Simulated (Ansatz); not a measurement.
Cuprite Ag2O was calculated with PBE (PAW; Ansatz, an electronic-structure program).

Numerical settings: plane-wave cutoff 520 eV, 8×8×8 k mesh, Fermi–Dirac smearing 0.01 eV, no spin polarisation, scalar-relativistic PAW data made under PBE.

Pressure at four volumes; x = ln(V/18.569 Å³). One pressure is withheld.

```tsv
V (Å³/atom)	x	P (GPa)
17.455	-0.0619	5.12
18.569	0.0000	0.01
19.312	0.0392	-2.47
19.683	0.0583	?
```

Question: Pass a parabola P(x) through the three rows shown, estimate the bulk modulus and its pressure derivative near zero pressure, and predict the withheld pressure.

Answer: Slopes between the rows: (0.01 − (5.12))/(0.0000 − (-0.0619)) = -82.55 and (-2.47 − (0.01))/(0.0392 − (0.0000)) = -63.27 GPa. Their difference over the span 0.1011 is c = 19.28/0.1011 = 190.7 GPa, so P(x) = 5.12 + (-82.55)(x − (-0.0619)) + 190.7 (x − (-0.0619))(x − (0.0000)). At the middle row B = −dP/dx = −[-82.55 + 190.7 × 0.0619] = 70.7 GPa, and B′ = dB/dP = 2c/B = 5.4. At x = 0.0583 the parabola gives -3.47 GPa; the run gives -3.50 GPa. The Birch–Murnaghan fit to the energies at all volumes has B0 = 70.2 GPa and B′ = 5.2.

Note: this level leaves the solid without a gap, although one is measured.
